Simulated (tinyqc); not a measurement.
Worked calculation (part 1 of 2): CIS and TDHF on RHF in the sto-6g basis, for H2O, spin multiplicity 1. Computed by tinyqc, a small Python program that keeps every step (integrals from PySCF). Settings: charge = 0, multiplicity = 1, basis = sto-6g, method = RHF, energy threshold = 1e-10, iteration cap = 67, orthogonalisation = canonical, start = Wolfsberg-Helmholz matrix, DIIS depth = 6, TDHF = 1. Command: `OMP_NUM_THREADS=1 python tinyqc.py 20993 20994 out.jsonl` (the two numbers bound the seeds that draw the settings). One thread of a shared host (Intel(R) Xeon(R) Processor @ 2.60GHz), about 0.2 s of CPU time with the checks. The early iterations of the SCF are left out here.

## One-electron integrals

Geometry (angstrom):
```
atom         x          y         z
O     0.000000   0.000000  0.000000
H     0.000000   0.775000  0.503000
H     0.000000  -0.775000  0.503000
```

Basis sto-6g: exponents (1/bohr^2) and contraction coefficients of normalised primitives:
```
element  l (shell)     exponent  coefficient
O            s (1)  1355.584234     0.009164
O            s (1)   248.544885     0.049361
O            s (1)    69.533902     0.168538
O            s (1)    23.886772     0.370563
O            s (1)     9.275933     0.416492
O            s (1)     3.820341     0.130334
O            s (2)    52.187762    -0.013253
O            s (2)    10.329320    -0.046992
O            s (2)     3.210345    -0.033785
O            s (2)     1.235135     0.250242
O            s (2)     0.536420     0.595117
O            s (2)     0.245881     0.240706
O            p (3)    52.187762     0.003760
O            p (3)    10.329320     0.037679
O            p (3)     3.210345     0.173897
O            p (3)     1.235135     0.418036
O            p (3)     0.536420     0.425860
O            p (3)     0.245881     0.101708
H            s (1)    35.523221     0.009164
H            s (1)     6.513144     0.049361
H            s (1)     1.822143     0.168538
H            s (1)     0.625955     0.370563
H            s (1)     0.243077     0.416492
H            s (1)     0.100112     0.130334
```

Overlap, kinetic and nuclear-attraction integrals over the contracted functions; the nuclear repulsion is the sum of Za Zb / Rab.

nuclear repulsion = 9.50540851 hartree

overlap S, order 1O 1s, 1O 2s, 1O 2px, 1O 2py, 1O 2pz, 2H 1s, 3H 1s:
$$\begin{pmatrix}
1.000000 & 0.231145 & 0.000000 & 0.000000 & 0.000000 & 0.059817 & 0.059817 \\
0.231145 & 1.000000 & 0.000000 & 0.000000 & 0.000000 & 0.498824 & 0.498824 \\
0.000000 & 0.000000 & 1.000000 & 0.000000 & 0.000000 & 0.000000 & 0.000000 \\
0.000000 & 0.000000 & 0.000000 & 1.000000 & 0.000000 & 0.338891 & -0.338891 \\
0.000000 & 0.000000 & 0.000000 & 0.000000 & 1.000000 & 0.219951 & 0.219951 \\
0.059817 & 0.498824 & 0.000000 & 0.338891 & 0.219951 & 1.000000 & 0.238936 \\
0.059817 & 0.498824 & 0.000000 & -0.338891 & 0.219951 & 0.238936 & 1.000000
\end{pmatrix}$$

kinetic energy T (hartree), order 1O 1s, 1O 2s, 1O 2px, 1O 2py, 1O 2pz, 2H 1s, 3H 1s:
$$\begin{pmatrix}
29.327197 & -0.896024 & 0.000000 & 0.000000 & 0.000000 & -0.001024 & -0.001024 \\
-0.896024 & 0.842618 & 0.000000 & 0.000000 & 0.000000 & 0.144757 & 0.144757 \\
0.000000 & 0.000000 & 2.531309 & 0.000000 & 0.000000 & 0.000000 & 0.000000 \\
0.000000 & 0.000000 & 0.000000 & 2.531309 & 0.000000 & 0.258361 & -0.258361 \\
0.000000 & 0.000000 & 0.000000 & 0.000000 & 2.531309 & 0.167684 & 0.167684 \\
-0.001024 & 0.144757 & 0.000000 & 0.258361 & 0.167684 & 0.768522 & 0.004808 \\
-0.001024 & 0.144757 & 0.000000 & -0.258361 & 0.167684 & 0.004808 & 0.768522
\end{pmatrix}$$

nuclear attraction V (hartree), order 1O 1s, 1O 2s, 1O 2px, 1O 2py, 1O 2pz, 2H 1s, 3H 1s:
$$\begin{pmatrix}
-62.403816 & -6.416058 & 0.000000 & 0.000000 & -0.019194 & -1.904264 & -1.904264 \\
-6.416058 & -10.126979 & 0.000000 & 0.000000 & -0.210705 & -4.089961 & -4.089961 \\
0.000000 & 0.000000 & -10.036242 & 0.000000 & 0.000000 & 0.000000 & 0.000000 \\
0.000000 & 0.000000 & 0.000000 & -10.226926 & 0.000000 & -2.492794 & 2.492794 \\
-0.019194 & -0.210705 & 0.000000 & 0.000000 & -10.116566 & -1.684092 & -1.684092 \\
-1.904264 & -4.089961 & 0.000000 & -2.492794 & -1.684092 & -5.970932 & -1.589175 \\
-1.904264 & -4.089961 & 0.000000 & 2.492794 & -1.684092 & -1.589175 & -5.970932
\end{pmatrix}$$

core Hamiltonian H = T + V (hartree), order 1O 1s, 1O 2s, 1O 2px, 1O 2py, 1O 2pz, 2H 1s, 3H 1s:
$$\begin{pmatrix}
-33.076618 & -7.312082 & 0.000000 & 0.000000 & -0.019194 & -1.905287 & -1.905287 \\
-7.312082 & -9.284360 & 0.000000 & 0.000000 & -0.210705 & -3.945204 & -3.945204 \\
0.000000 & 0.000000 & -7.504933 & 0.000000 & 0.000000 & 0.000000 & 0.000000 \\
0.000000 & 0.000000 & 0.000000 & -7.695618 & 0.000000 & -2.234433 & 2.234433 \\
-0.019194 & -0.210705 & 0.000000 & 0.000000 & -7.585258 & -1.516408 & -1.516408 \\
-1.905287 & -3.945204 & 0.000000 & -2.234433 & -1.516408 & -5.202410 & -1.584367 \\
-1.905287 & -3.945204 & 0.000000 & 2.234433 & -1.516408 & -1.584367 & -5.202410
\end{pmatrix}$$

## Two-electron integrals

Functions are numbered as in S; the eight-fold symmetry (ij|kl) = (ji|kl) = (kl|ij) leaves the list below.

Two-electron integrals (ij|kl) in chemists' order, unique and non-zero (hartree):
```
(11|11) 4.787491    (21|11) 0.675884    (21|21) 0.121505    (22|11) 1.117379
(22|21) 0.249212    (22|22) 0.817383    (31|31) 0.025762    (32|31) 0.039145
(32|32) 0.180664    (33|11) 1.117381    (33|21) 0.249212    (33|22) 0.817382
(33|33) 0.880663    (41|41) 0.025762    (42|41) 0.039145    (42|42) 0.180664
(43|43) 0.047461    (44|11) 1.117381    (44|21) 0.249212    (44|22) 0.817382
(44|33) 0.785741    (44|44) 0.880663    (51|51) 0.025762    (52|51) 0.039145
(52|52) 0.180664    (53|53) 0.047461    (54|54) 0.047461    (55|11) 1.117381
(55|21) 0.249212    (55|22) 0.817382    (55|33) 0.785741    (55|44) 0.785741
(55|55) 0.880663    (61|11) 0.186894    (61|21) 0.032182    (61|22) 0.064493
(61|33) 0.064352    (61|41) 0.001314    (61|42) 0.002558    (61|44) 0.064650
(61|51) 0.000853    (61|52) 0.001660    (61|54) 0.000193    (61|55) 0.064478
(61|61) 0.008689    (62|11) 0.427099    (62|21) 0.096456    (62|22) 0.346935
(62|33) 0.341388    (62|41) 0.006422    (62|42) 0.046048    (62|44) 0.353097
(62|51) 0.004168    (62|52) 0.029887    (62|54) 0.007600    (62|55) 0.346320
(62|61) 0.025640    (62|62) 0.178360    (63|31) 0.011062    (63|32) 0.061087
(63|43) 0.009644    (63|53) 0.006259    (63|63) 0.026169    (64|11) 0.247759
(64|21) 0.056781    (64|22) 0.217835    (64|33) 0.207848    (64|41) 0.014450
(64|42) 0.088881    (64|44) 0.234645    (64|51) 0.002198    (64|52) 0.018039
(64|54) 0.011133    (64|55) 0.211011    (64|61) 0.015839    (64|62) 0.136220
(64|64) 0.129282    (65|11) 0.160803    (65|21) 0.036853    (65|22) 0.141382
(65|33) 0.134900    (65|41) 0.002198    (65|42) 0.018039    (65|44) 0.139773
(65|51) 0.012489    (65|52) 0.072795    (65|54) 0.012807    (65|55) 0.149472
(65|61) 0.010280    (65|62) 0.088411    (65|64) 0.066923    (65|65) 0.069605
(66|11) 0.548009    (66|21) 0.126036    (66|22) 0.515273    (66|33) 0.494426
(66|41) 0.011570    (66|42) 0.110796    (66|44) 0.538431    (66|51) 0.007509
(66|52) 0.071910    (66|54) 0.028560    (66|55) 0.512963    (66|61) 0.033913
(66|62) 0.325229    (66|64) 0.284171    (66|65) 0.184436    (66|66) 0.774999
(71|11) 0.186894    (71|21) 0.032182    (71|22) 0.064493    (71|33) 0.064352
(71|41) -0.001314   (71|42) -0.002558   (71|44) 0.064650    (71|51) 0.000853
(71|52) 0.001660    (71|54) -0.000193   (71|55) 0.064478    (71|61) 0.008544
(71|62) 0.024695    (71|64) 0.013806    (71|65) 0.009892    (71|66) 0.032107
(71|71) 0.008689    (72|11) 0.427099    (72|21) 0.096456    (72|22) 0.346935
(72|33) 0.341388    (72|41) -0.006422   (72|42) -0.046048   (72|44) 0.353097
(72|51) 0.004168    (72|52) 0.029887    (72|54) -0.007600   (72|55) 0.346320
(72|61) 0.024695    (72|62) 0.144262    (72|64) 0.075692    (72|65) 0.069366
(72|66) 0.216115    (72|71) 0.025640    (72|72) 0.178360    (73|31) 0.011062
(73|32) 0.061087    (73|43) -0.009644   (73|53) 0.006259    (73|63) 0.020478
(73|73) 0.026169    (74|11) -0.247759   (74|21) -0.056781   (74|22) -0.217835
(74|33) -0.207848   (74|41) 0.014450    (74|42) 0.088881    (74|44) -0.234645
(74|51) -0.002198   (74|52) -0.018039   (74|54) 0.011133    (74|55) -0.211011
(74|61) -0.013806   (74|62) -0.075692   (74|64) -0.019621   (74|65) -0.035536
(74|66) -0.099474   (74|71) -0.015839   (74|72) -0.136220   (74|74) 0.129282
(75|11) 0.160803    (75|21) 0.036853    (75|22) 0.141382    (75|33) 0.134900
(75|41) -0.002198   (75|42) -0.018039   (75|44) 0.139773    (75|51) 0.012489
(75|52) 0.072795    (75|54) -0.012807   (75|55) 0.149472    (75|61) 0.009892
(75|62) 0.069366    (75|64) 0.035536    (75|65) 0.053327    (75|66) 0.114014
(75|71) 0.010280    (75|72) 0.088411    (75|74) -0.066923   (75|75) 0.069605
(76|11) 0.159796    (76|21) 0.036368    (76|22) 0.139673    (76|33) 0.136896
(76|44) 0.139968    (76|51) 0.002582    (76|52) 0.021202    (76|55) 0.142155
(76|61) 0.009537    (76|62) 0.069299    (76|64) 0.045579    (76|65) 0.038632
(76|66) 0.126102    (76|71) 0.009537    (76|72) 0.069299    (76|74) -0.045579
(76|75) 0.038632    (76|76) 0.032000    (77|11) 0.548009    (77|21) 0.126036
(77|22) 0.515273    (77|33) 0.494426    (77|41) -0.011570   (77|42) -0.110796
(77|44) 0.538431    (77|51) 0.007509    (77|52) 0.071910    (77|54) -0.028560
(77|55) 0.512963    (77|61) 0.032107    (77|62) 0.216115    (77|64) 0.099474
(77|65) 0.114014    (77|66) 0.335697    (77|71) 0.033913    (77|72) 0.325229
(77|74) -0.284171   (77|75) 0.184436    (77|76) 0.126102    (77|77) 0.774999
```

## Orthogonalisation

S = U s U^T; canonical form X = U s^(-1/2), so that X^T S X = 1. Each column of U has its largest component positive (the first on a tie).

eigenvalues of S: [0.321868, 0.386602, 0.895887, 1.000000, 1.077598, 1.374461, 1.943583]

X, order 1O 1s, 1O 2s, 1O 2px, 1O 2py, 1O 2pz, 2H 1s, 3H 1s:
$$\begin{pmatrix}
-0.286906 & 0.000000 & 0.770798 & 0.000000 & -0.606228 & 0.000000 & 0.152503 \\
1.245492 & 0.000000 & -0.269301 & 0.000000 & -0.265525 & 0.000000 & 0.430231 \\
0.000000 & 0.000000 & 0.000000 & 1.000000 & 0.000000 & 0.000000 & 0.000000 \\
0.000000 & 0.990202 & 0.000000 & 0.000000 & 0.000000 & 0.672136 & 0.000000 \\
0.506065 & 0.000000 & 0.635822 & 0.000000 & 0.679168 & 0.000000 & 0.173233 \\
-0.780126 & -0.896141 & -0.150482 & 0.000000 & 0.119804 & 0.371343 & 0.371583 \\
-0.780126 & 0.896141 & -0.150482 & 0.000000 & 0.119804 & -0.371343 & 0.371583
\end{pmatrix}$$

## Iteration 8 (converged): orbitals

converged F (hartree), order 1O 1s, 1O 2s, 1O 2px, 1O 2py, 1O 2pz, 2H 1s, 3H 1s:
$$\begin{pmatrix}
-20.482847 & -4.962375 & 0.000000 & 0.000000 & -0.029217 & -1.292053 & -1.292053 \\
-4.962375 & -2.345895 & 0.000000 & 0.000000 & -0.128871 & -1.064884 & -1.064884 \\
0.000000 & 0.000000 & -0.392132 & 0.000000 & 0.000000 & 0.000000 & 0.000000 \\
0.000000 & 0.000000 & 0.000000 & -0.363273 & 0.000000 & -0.422875 & 0.422875 \\
-0.029217 & -0.128871 & 0.000000 & 0.000000 & -0.366929 & -0.340279 & -0.340279 \\
-1.292053 & -1.064884 & 0.000000 & -0.422875 & -0.340279 & -0.616007 & -0.397679 \\
-1.292053 & -1.064884 & 0.000000 & 0.422875 & -0.340279 & -0.397679 & -0.616007
\end{pmatrix}$$

Diagonalise F' = X^T F X, C = X C', fill 5 alpha and 5 beta electrons from the bottom; D = 2 C_occ C_occ^T. Each column has its largest component positive (the first on a tie).

F' = X^T F X (hartree):
$$\begin{pmatrix}
0.258927 & 0.000000 & 1.505951 & 0.000000 & -1.004560 & 0.000000 & 0.084081 \\
0.000000 & 0.794119 & 0.000000 & 0.000000 & 0.000000 & 0.101966 & 0.000000 \\
1.505951 & 0.000000 & -9.901123 & 0.000000 & 9.055298 & 0.000000 & -4.013666 \\
0.000000 & 0.000000 & 0.000000 & -0.392132 & 0.000000 & 0.000000 & 0.000000 \\
-1.004560 & 0.000000 & 9.055298 & 0.000000 & -9.018359 & 0.000000 & 3.941148 \\
0.000000 & 0.101966 & 0.000000 & 0.000000 & 0.000000 & -0.646514 & 0.000000 \\
0.084081 & 0.000000 & -4.013666 & 0.000000 & 3.941148 & 0.000000 & -2.934912
\end{pmatrix}$$

orbital energies (hartree): MO1 -20.486182, MO2 -1.281066, MO3 -0.653695, MO4 -0.440247, MO5 -0.392132, MO6 0.612027, MO7 0.801300

coefficients C, order 1O 1s, 1O 2s, 1O 2px, 1O 2py, 1O 2pz, 2H 1s, 3H 1s:
$$\begin{pmatrix}
0.996564 & -0.221386 & 0.000000 & 0.090759 & 0.000000 & -0.129710 & 0.000000 \\
0.016601 & 0.827575 & 0.000000 & -0.510658 & 0.000000 & 0.966152 & 0.000000 \\
0.000000 & 0.000000 & 0.000000 & 0.000000 & 1.000000 & 0.000000 & 0.000000 \\
0.000000 & 0.000000 & 0.600911 & 0.000000 & 0.000000 & 0.000000 & 1.034975 \\
0.003237 & 0.129893 & 0.000000 & 0.815506 & 0.000000 & 0.685360 & 0.000000 \\
-0.004065 & 0.158597 & 0.433382 & 0.252516 & 0.000000 & -0.833508 & -0.867839 \\
-0.004065 & 0.158597 & -0.433382 & 0.252516 & 0.000000 & -0.833508 & 0.867839
\end{pmatrix}$$

D after iteration 8, order 1O 1s, 1O 2s, 1O 2px, 1O 2py, 1O 2pz, 2H 1s, 3H 1s:
$$\begin{pmatrix}
2.100778 & -0.426032 & 0.000000 & 0.000000 & 0.096968 & -0.032487 & -0.032487 \\
-0.426032 & 1.891853 & 0.000000 & 0.000000 & -0.617788 & 0.004469 & 0.004469 \\
0.000000 & 0.000000 & 2.000000 & 0.000000 & 0.000000 & 0.000000 & 0.000000 \\
0.000000 & 0.000000 & 0.000000 & 0.722187 & 0.000000 & 0.520848 & -0.520848 \\
0.096968 & -0.617788 & 0.000000 & 0.000000 & 1.363864 & 0.453031 & 0.453031 \\
-0.032487 & 0.004469 & 0.000000 & 0.520848 & 0.453031 & 0.553507 & -0.197772 \\
-0.032487 & 0.004469 & 0.000000 & -0.520848 & 0.453031 & -0.197772 & 0.553507
\end{pmatrix}$$

## Convergence

Stop when the energy changes by less than 1e-10 hartree and every element of the error matrix X^T (F D S - S D F) X is below 3e-06.

Course of the cycle:
```
iteration   E (hartree)     change  largest element of the error matrix
1          -75.41944620          -                             7.80e-01
2          -75.64661894  -2.27e-01                             1.47e-01
3          -75.66433763  -1.77e-02                             3.35e-02
4          -75.66566292  -1.33e-03                             4.88e-03
5          -75.66571531  -5.24e-05                             2.41e-04
6          -75.66571538  -6.37e-08                             2.72e-05
7          -75.66571538  -3.85e-10                             8.56e-08
8          -75.66571538   1.42e-14                             5.42e-10
```

PySCF RHF in the same basis = -75.66571538 hartree

Converged in 8 iterations.

## Integrals over molecular orbitals

(pq|rs) = sum C_ip C_jq C_kr C_ls (ij|kl), one index at a time.

one-electron integrals over orbitals h = C^T H C (hartree):
$$\begin{pmatrix}
-33.062657 & 0.568533 & 0.000000 & -0.226466 & 0.000000 & 0.343189 & 0.000000 \\
0.568533 & -7.742678 & 0.000000 & 0.396875 & 0.000000 & -1.440393 & 0.000000 \\
0.000000 & 0.000000 & -6.465517 & 0.000000 & 0.000000 & 0.000000 & -1.738562 \\
-0.226466 & 0.396875 & 0.000000 & -7.142018 & 0.000000 & -0.963302 & 0.000000 \\
0.000000 & 0.000000 & 0.000000 & 0.000000 & -7.504933 & 0.000000 & 0.000000 \\
0.343189 & -1.440393 & 0.000000 & -0.963302 & 0.000000 & -5.309612 & 0.000000 \\
0.000000 & 0.000000 & -1.738562 & 0.000000 & 0.000000 & 0.000000 & -5.665360
\end{pmatrix}$$

Two-electron integrals over orbitals (pq|rs), unique and non-zero (hartree):
```
(11|11) 4.760980    (21|11) -0.425662   (21|21) 0.061647    (22|11) 1.017540
(22|21) -0.013910   (22|22) 0.729754    (31|31) 0.011164    (32|31) 0.017864
(32|32) 0.148198    (33|11) 0.807287    (33|21) -0.004147   (33|22) 0.650055
(33|33) 0.641978    (41|11) 0.179886    (41|21) -0.022871   (41|22) 0.016085
(41|33) 0.005869    (41|41) 0.029600    (42|11) -0.119906   (42|21) 0.009467
(42|22) 0.008593    (42|33) 0.006962    (42|41) 0.020474    (42|42) 0.124942
(43|31) -0.003173   (43|32) 0.018526    (43|43) 0.044236    (44|11) 1.030420
(44|21) -0.013799   (44|22) 0.688563    (44|33) 0.609497    (44|41) -0.012592
(44|42) -0.105108   (44|44) 0.812954    (51|51) 0.026736    (52|51) 0.032325
(52|52) 0.144833    (53|53) 0.029322    (54|51) -0.012740   (54|52) -0.043990
(54|54) 0.055870    (55|11) 1.117075    (55|21) -0.011204   (55|22) 0.749580
(55|33) 0.634543    (55|41) 0.004410    (55|42) -0.061403   (55|44) 0.743253
(55|55) 0.880663    (61|11) -0.270232   (61|21) 0.041732    (61|22) -0.002935
(61|33) -0.000395   (61|41) -0.002797   (61|42) 0.019804    (61|44) -0.018823
(61|55) -0.006341   (61|61) 0.035927    (62|11) 0.328979    (62|21) -0.008373
(62|22) 0.144066    (62|33) 0.074602    (62|41) 0.018538    (62|42) 0.020571
(62|44) 0.102351    (62|55) 0.163483    (62|61) 0.003590    (62|62) 0.102797
(63|31) 0.002935    (63|32) -0.046882   (63|43) -0.026961   (63|63) 0.076172
(64|11) 0.191468    (64|21) -0.000731   (64|22) 0.088561    (64|33) 0.039382
(64|41) 0.004415    (64|42) -0.014935   (64|44) 0.108076    (64|55) 0.101881
(64|61) 0.002184    (64|62) 0.062168    (64|64) 0.057112    (65|51) 0.016989
(65|52) 0.062589    (65|54) -0.003455   (65|65) 0.040081    (66|11) 0.799918
(66|21) -0.007663   (66|22) 0.610728    (66|33) 0.573745    (66|41) 0.021925
(66|42) 0.062324    (66|44) 0.546962    (66|55) 0.585511    (66|61) 0.006317
(66|62) 0.091818    (66|64) 0.042131    (66|66) 0.594589    (71|31) 0.016260
(71|32) 0.024077    (71|43) -0.004841   (71|63) 0.003901    (71|71) 0.023753
(72|31) 0.013884    (72|32) 0.039687    (72|43) -0.031422   (72|63) 0.035639
(72|71) 0.019082    (72|72) 0.061009    (73|11) 0.366549    (73|21) -0.007403
(73|22) 0.140468    (73|33) 0.093665    (73|41) -0.001036   (73|42) -0.069570
(73|44) 0.169468    (73|55) 0.189409    (73|61) -0.006821   (73|62) 0.080438
(73|64) 0.067078    (73|66) 0.037030    (73|73) 0.148550    (74|31) -0.009330
(74|32) -0.073478   (74|43) 0.007113    (74|63) 0.042666    (74|71) -0.013222
(74|72) -0.017178   (74|74) 0.064137    (75|53) 0.023829    (75|75) 0.024762
(76|31) 0.010188    (76|32) 0.105247    (76|43) 0.043298    (76|63) -0.071148
(76|71) 0.013882    (76|72) -0.007864   (76|74) -0.056167   (76|76) 0.121965
(77|11) 0.891255    (77|21) -0.009770   (77|22) 0.630564    (77|33) 0.618202
(77|41) 0.003587    (77|42) -0.015216   (77|44) 0.620957    (77|55) 0.633458
(77|61) -0.006100   (77|62) 0.072947    (77|64) 0.038065    (77|66) 0.567992
(77|73) 0.100317    (77|77) 0.628829
```

## CIS matrix, singlets

A(ia,jb) = (e_a - e_i) d_ij d_ab + 2 (ia|jb) - (ij|ab).

CIS matrix A, singlet (hartree):
```
           1>6        1>7       2>6        2>7        3>6        3>7        4>6        4>7
1>6  20.370145   0.000000  0.014843   0.000000   0.000000  -0.023829  -0.017557   0.000000
1>7   0.000000  20.443733  0.000000   0.047935  -0.002386   0.000000   0.000000  -0.030031
2>6   0.014843   0.000000  1.487959   0.000000   0.000000   0.055629   0.062011   0.000000
2>7   0.000000   0.047935  0.000000   1.573820  -0.033969   0.000000   0.000000  -0.019140
3>6   0.000000  -0.002386  0.000000  -0.033969   0.844321   0.000000   0.000000   0.042035
3>7  -0.023829   0.000000  0.055629   0.000000   0.000000   1.133892   0.090859   0.000000
4>6  -0.017557   0.000000  0.062011   0.000000   0.000000   0.090859   0.619534   0.000000
4>7   0.000000  -0.030031  0.000000  -0.019140   0.042035   0.000000   0.000000   0.748864
5>6   0.000000   0.000000  0.000000   0.000000   0.000000   0.000000   0.000000   0.000000
5>7   0.000000   0.000000  0.000000   0.000000   0.000000   0.000000   0.000000   0.000000

          5>6       5>7
1>6  0.000000  0.000000
1>7  0.000000  0.000000
2>6  0.000000  0.000000
2>7  0.000000  0.000000
3>6  0.000000  0.000000
3>7  0.000000  0.000000
4>6  0.000000  0.000000
4>7  0.000000  0.000000
5>6  0.498810  0.000000
5>7  0.000000  0.609498
```
